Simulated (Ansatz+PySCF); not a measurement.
## doublet O₂(+): levels of theory in one basis

```tsv
atom	x (Å)	y (Å)	z (Å)
O	0.0000	0.0000	-0.5931
O	0.0000	0.0000	0.5931
```

Basis set: def2-SVP (spherical functions). Correlated methods keep 2 orbitals frozen. Correlation on ROHF uses semicanonical orbitals with singles. Charge 1, multiplicity 2.

Computed with Ansatz (development build ahead of 0.2.0); each method stands on the lowest determinant of its kind that the runs found. NEVPT2 correlates all electrons. Active spaces start from the frontier orbitals, and the lowest solution found is given.

| method | E − E(ROHF) (eV) | <S²> of the determinant |
| --- | --- | --- |
| ROHF | 0.00 | 0.75 |
| UHF | -1.06 | 1.34 |
| ROHF-MP2 | -11.14 | – |
| UHF-MP2 | -9.20 | 1.34 |
| ROHF-CCSD | -10.82 | – |
| UHF-CCSD | -10.84 | 1.34 |
| ROHF-CCSD(T) | -11.28 | – |
| UHF-CCSD(T) | -11.24 | 1.34 |
| SC-NEVPT2(11,8) | -10.51 | – |

**Question.** What does CASSCF(11,8) give on the same scale?

**Answer.** -5.31 eV.

The restricted and unrestricted rows may stand on different electronic states: another unrestricted solution lies nearer the restricted one.

Caution for ROHF, ROHF-MP2, ROHF-CCSD, ROHF-CCSD(T): an unrestricted determinant lies well below. Caution for ROHF, UHF, ROHF-MP2, UHF-MP2, ROHF-CCSD, UHF-CCSD, ROHF-CCSD(T), UHF-CCSD(T): the determinant breaks the point group. Caution for UHF, UHF-MP2, UHF-CCSD, UHF-CCSD(T): the unrestricted determinant is spin contaminated. Caution for ROHF-MP2, UHF-MP2: MP2 on this radical cation hangs on the determinant chosen; another reference gives a lower total. Caution for UHF-CCSD, UHF-CCSD(T): the program doubts this total.
